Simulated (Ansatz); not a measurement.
# Rock-salt PbSe: smallest direct gap on the k points sampled by level of theory

No measured value is used here.

```csv
level (code),value (eV),cell (Å³/atom)
LDA (Ansatz),0.19,28.71
PBE (Ansatz),[?],28.71
r²SCAN+rVV10 (Ansatz),0.57,28.94
Hartree–Fock (Ansatz),4.98,28.71
G0W0@r²SCAN (Ansatz),0.78,28.71
```

### Question
Complete the blanks.

### Answer

- PBE (Ansatz, an electronic-structure program), value (eV): 0.29

Computed values are for a static lattice. Spin–orbit coupling is included only where a level's name says +SOC; with heavier elements it mostly lowers gaps and can invert bands.  G0W0@r²SCAN: filled d or f shells below the valence bands can shift G0W0 gaps through exchange with them, which wasn't tested here. Values are at the measured cell; r²SCAN+rVV10 at the level's own equilibrium cell. Cutoffs and k meshes differ between the levels. Ansatz's density-functional and Hartree–Fock values are scalar-relativistic unless marked +SOC, with PAW data made under PBE.
